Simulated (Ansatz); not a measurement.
**SiGeH⁺ (H-bridged), triplet: reading a ladder of total energies**

Geometry: that of the SiGeH (H-bridged), doublet, kept fixed.

```
atom   x (Å)    y (Å)    z (Å)
  Si  0.0000  -0.0368   1.6490
  Ge  0.0000  -0.0037  -0.6463
   H  0.0000   1.2915   0.6314
```

Basis cc-pVDZ; Ansatz 0.2.0. Correlated methods freeze the noble-gas cores and the filled d shells of p-block atoms, which leaves 8 electrons in 31 orbitals. Prefix R: restricted or restricted open-shell reference; prefix U: unrestricted. No spin–orbit coupling is included, and no scalar relativity.

Full CI isn't at hand for all of this; UCCSDT(Q) serves as the reference, and is uncertain by about the last step of the cluster series.

Runs differ by some tens of microhartree through their thresholds and, for an open shell, their frozen cores, so steps under 0.03 kcal/mol mean nothing.

| level | total energy (hartree) |
| --- | --- |
| UHF | -2364.512480 |
| UMP2 | -2364.639719 |
| UCCSD | -2364.673218 |
| UCCSD(T) | -2364.680607 |
| UCCSDT | -2364.682283 |
| UCCSDT(Q) | -2364.682783 |

**Question.** What is the correlation energy at UCCSDT(Q), and what share of it do UMP2 and UCCSD(T) recover?

**Answer.** E(corr) = -2364.682783 − (-2364.512480) = -0.170303 hartree = -4.634 eV. UMP2: -0.127239 / -0.170303 = 74.71 %. UCCSD(T): -0.168127 / -0.170303 = 98.72 %.

**Question.** By how many kcal/mol does UCCSD(T) miss UCCSDT(Q) (1 hartree = 627.509 kcal/mol), and which steps make up the rest?

**Answer.** -2364.680607 − (-2364.682783) = 0.002176 hartree = 1.37 kcal/mol. Steps: UCCSDT − UCCSD(T) = -1.05, UCCSDT(Q) − UCCSDT = -0.31 kcal/mol. Differences between like states or geometries often cancel part of this.
